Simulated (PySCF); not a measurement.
# Broadened absorption spectrum of N-methylethylenediamine

Compound: N-methylethylenediamine, C3H10N2.
Structure used (PBE0-D3(BJ)/def2-SVP), in Å, numbered top down from 1:
```xyz
15
C3H10N2 angstrom
C      2.173    0.381    0.388
N      0.799    0.447   -0.041
C     -0.005   -0.674    0.386
C     -1.391   -0.613   -0.234
N     -2.015    0.675    0.025
H      2.309    0.248    1.485
H      2.684   -0.464   -0.103
H      2.707    1.298    0.093
H      0.371    1.295    0.325
H      0.492   -1.607    0.067
H     -0.105   -0.731    1.494
H     -2.010   -1.404    0.220
H     -1.305   -0.852   -1.314
H     -3.020    0.624   -0.123
H     -1.671    1.359   -0.646
```

Computed, not measured: PySCF, TDDFT CAM-B3LYP/def2-SVPD, vertical, gas phase, core orbitals frozen in the response.

Each state is given a Gaussian of 0.25 eV full width at half maximum, with ε(max) = 2.175×10⁸ f / Δν̃ (Δν̃ the width in cm⁻¹). The width is an assumption, not a result. The curve ends short of the highest state used, and states not computed would add to its high-energy end.

| λ (nm) | ε (L mol⁻¹ cm⁻¹) |
| --- | --- |
| 176.6 | 6676 |
| 177.5 | 5468 |
| 178.4 | 4365 |
| 179.3 | 3526 |
| 180.2 | 2933 |
| 181.1 | 2478 |
| 181.9 | 2104 |
| 182.8 | 1676 |
| 183.7 | 1253 |
| 184.6 | 874 |
| 185.5 | 576 |
| 186.4 | 373 |
| 187.3 | 255 |
| 188.2 | 200 |
| 189.1 | 181 |
| 189.9 | 178 |
| 190.8 | 174 |
| 191.7 | 164 |
| 192.6 | 148 |
| 193.5 | 129 |
| 194.4 | 114 |
| 195.3 | 110 |
| 196.2 | 121 |
| 197.0 | 142 |
| 197.9 | 178 |
| 198.8 | 220 |
| 199.7 | 260 |
| 200.6 | 290 |
| 201.5 | 303 |
| 202.4 | 297 |
| 203.3 | 273 |
| 204.1 | 240 |
| 205.0 | 196 |
| 205.9 | 151 |
| 206.8 | 109 |
| 207.7 | 75 |
| 208.6 | 48 |
| 209.5 | 30 |
| 210.4 | 17 |
| 211.2 | 10 |
| 212.1 | 5 |
| 213.0 | 3 |
| 213.9 | 1 |
| 214.8 | 1 |

(1) Locate the maxima and give the states behind the curve.

(2) Coming from long wavelengths, where does ε first pass 100 L mol⁻¹ cm⁻¹?

(3) On this curve, what absorbance would a 10⁻³ mol/L sample give at 193 nm over a 1 cm path?

Results:

(1) 202 nm (6.15 eV), ε about 300, made up of S1 (100%) (ε in L mol⁻¹ cm⁻¹; maxima over ε = 5, shares over 10%). At its high-energy end, 7.02 eV, the curve is still rising (ε about 6700, from S4). The states used: S1 6.15 eV (f 0.0028); S2 6.50 eV (f 0.0015); S3 6.86 eV (f 0.019); S4 7.10 eV (f 0.073); S5 7.56 eV (f 0.015); S6 7.62 eV (f 0.067).

(2) At about 207 nm (5.99 eV), 0.16 eV below S1.

(3) 193 nm is 6.424 eV, where ε is about 140 L mol⁻¹ cm⁻¹, so A = ε c l ≈ 0.14 (Beer–Lambert, with the gas-phase spectrum and the assumed width).

Cost: about 60 s of CPU time on one thread; the machine was shared, so the figure is rough.

One conformer stands for the species.
